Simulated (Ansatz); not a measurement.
C₂H₂O: state-averaged CASSCF

Calculated in Ansatz's Gaussian-basis code. State-averaged CASSCF with equal weights; occupations are averaged over the states; levels count from the state that is lowest in CASSCF. CASSCF levels without dynamic correlation can be off by over 1 eV. Solutions may break the symmetry of the shape. No proof that the lowest CASSCF solution was found.

Geometry:

```xyz
5

C     0.0126   -0.0010   -1.2038
C    -0.0055   -0.0090    0.0819
H     0.0116    0.9491   -1.7659
H    -0.0103   -0.9361   -1.7701
O    -0.0126   -0.0128    1.2874
```

Basis cc-pVTZ, nonrelativistic, 3 orbitals frozen in the corrections; active space CAS(6,5). Averaged: 3 singlets.

Give the levels in order.



| state | CASSCF (eV) |
| --- | --- |
| singlet | 0.000 |
| singlet | 3.648 |
| singlet | 8.218 |

Occupations: 1.92, 1.69, 1.54, 0.74, 0.10.

Same geometry.

Basis cc-pVTZ, nonrelativistic, 3 orbitals frozen in the corrections; active space CAS(6,5). Averaged: 1 singlet, 1 triplet.

Give the levels in order, with their spins.



| state | CASSCF (eV) |
| --- | --- |
| singlet | 0.000 |
| triplet | 3.530 |

Occupations: 1.96, 1.96, 1.47, 0.54, 0.07.

Same geometry.

Basis cc-pVTZ, nonrelativistic, 3 orbitals frozen in the corrections; active space CAS(6,5). Averaged: 3 triplets.

Give the levels in order.



```
  state  CASSCF (eV)
triplet        0.000
triplet        2.066
triplet        2.885
```

Occupations: 1.95, 1.63, 1.31, 0.70, 0.40.
